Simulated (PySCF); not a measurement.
Species: C3H6P2.
Atom-mapped SMILES: `[CH2:1]=[CH:2]/[CH:3]=[P:4]\[PH2:5]` (hydrogens: H6, H7 on C1; H8 on C2; H9 on C3; H10, H11 on P5)

Structure used (PBE0-D3(BJ)/def2-SVP), in Å, numbered top down from 1:
```
atom  x, y, z in Å
C1    -2.1801    0.3700    0.1450
C2    -0.8501    0.1982    0.0418
C3    -0.2382   -0.9680   -0.5489
P4     1.3782   -1.3381   -0.8592
P5     2.4167    0.4918   -0.1068
H6    -2.8825   -0.3790   -0.2340
H7    -2.6038    1.2643    0.6078
H8    -0.1794    0.9745    0.4297
H9    -0.9378   -1.7558   -0.8656
H10    3.7141   -0.0571   -0.3378
H11    2.3988    1.1742   -1.3645
```

Computed with PySCF, PBE0-D3(BJ)/def2-SVP geometry optimisation, gas phase.

Masses are those of the commonest isotopes; rigid-rotor values at the optimised geometry. The values belong to one conformer with, in the numbering `[CH2:1]=[CH:2]/[CH:3]=[P:4]\[PH2:5]`, C1–C2–C3–P4 176°, C3–P4–P5–H 175° and -92°.

(1) What are A, B and C (cm⁻¹)?

(2) What kind of rotor is it?

(3) Is it planar, by Δ = Ic − Ia − Ib?

(4) List the rotational levels J(Ka,Kc) to J = 5 (MHz).

(5) Which types of transition are allowed, and where do some lines up to J = 3 fall?

Results:

(1) Ia = 90.31, Ib = 288.43, Ic = 374.60 u·Å²; 505379 MHz·u·Å²/I gives 5596, 1752 and 1349 MHz, that is A = 0.18666, B = 0.05845, C = 0.04500 cm⁻¹.

(2) An asymmetric top; Ray's κ = -0.810.

(3) Not planar: Δ = Ic − Ia − Ib = -4.14 u·Å². For a rigid frame Δ = −2 Σ m c², so Σ m c² = 2.07 u·Å² lies off the ab plane: 2.00 from hydrogen and 0.07 from heavier atoms. The atom farthest from that plane is 1.39 Å away.

(4) Above 0(0,0):
J = 1: 1(0,1) 3101, 1(1,1) 6945, 1(1,0) 7348
J = 2: 2(0,2) 9274, 2(1,2) 12745, 2(1,1) 13954, 2(2,1) 25485, 2(2,0) 25515
J = 3: 3(0,3) 18459, 3(1,3) 21426, 3(1,2) 23843, 3(2,2) 34789, 3(2,1) 34939, 3(3,1) 55034, 3(3,0) 55036
J = 4: 4(0,4) 30573, 4(1,4) 32969, 4(1,3) 36990, 4(2,3) 47171, 4(2,2) 47611, 4(3,2) 67496, 4(3,1) 67505, 4(4,1) 95762, 4(4,0) 95762
J = 5: 5(0,5) 45523, 5(1,5) 47350, 5(1,4) 53357, 5(2,4) 62611, 5(2,3) 63607, 5(3,3) 83091, 5(3,2) 83130, 5(4,2) 111336, 5(4,1) 111336, 5(5,1) 147682, 5(5,0) 147682
Those of J = 1 are B + C, A + C and A + B.

(5) The dipole components are |μa| = 0.99 D, |μb| = 0.37 D, |μc| = 0.56 D. Intensities carry the squares of the components, which stand as 1.00 : 0.14 : 0.32 (a : b : c). Some lines, for components of 0.1 D or more:

```
type  branch         J(Ka,Kc)    MHz  lower level (cm⁻¹)
   a       Q  1(1,0) ← 1(1,1)    403               0.232
   a       Q  2(1,1) ← 2(1,2)   1209               0.425
   c       Q  3(1,3) ← 3(0,3)   2967               0.616
   c       Q  1(1,1) ← 1(0,1)   3844               0.103
   b       Q  1(1,0) ← 1(0,1)   4247               0.103
   b       Q  3(1,2) ← 3(0,3)   5384               0.616
   a       R  2(1,2) ← 1(1,1)   5800               0.232
   a       R  2(0,2) ← 1(0,1)   6173               0.103
   c       R  1(1,0) ← 0(0,0)   7348               0.000
   a       R  3(1,3) ← 2(1,2)   8681               0.425
   a       R  3(0,3) ← 2(0,2)   9185               0.309
   a       R  3(2,2) ← 2(2,1)   9304               0.850
   a       R  3(2,1) ← 2(2,0)   9423               0.851
   b       R  2(1,2) ← 1(0,1)   9643               0.103
   a       R  3(1,2) ← 2(1,1)   9889               0.465
   c       R  2(2,1) ← 1(1,1)  18540               0.232
   b       R  2(2,0) ← 1(1,1)  18570               0.232
   b       Q  3(3,0) ← 3(2,1)  20097               1.165
   b       R  3(2,2) ← 2(1,1)  20835               0.465
   c       R  3(2,2) ← 2(1,2)  22045               0.425
   b       R  3(2,1) ← 2(1,2)  22194               0.425
   c       R  3(3,0) ← 2(2,0)  29520               0.851
   c       R  3(3,1) ← 2(2,1)  29549               0.850
```

Stationary, but not proved a minimum. Zero-point vibration and centrifugal distortion are left out.

The run took 28 s wall on one thread, Arm Neoverse V2 (aarch64), no GPU, shared host with 96 logical CPUs at a one-minute load of 51, and the process peaked at 0.44 GiB of memory. This is the geometry optimisation.
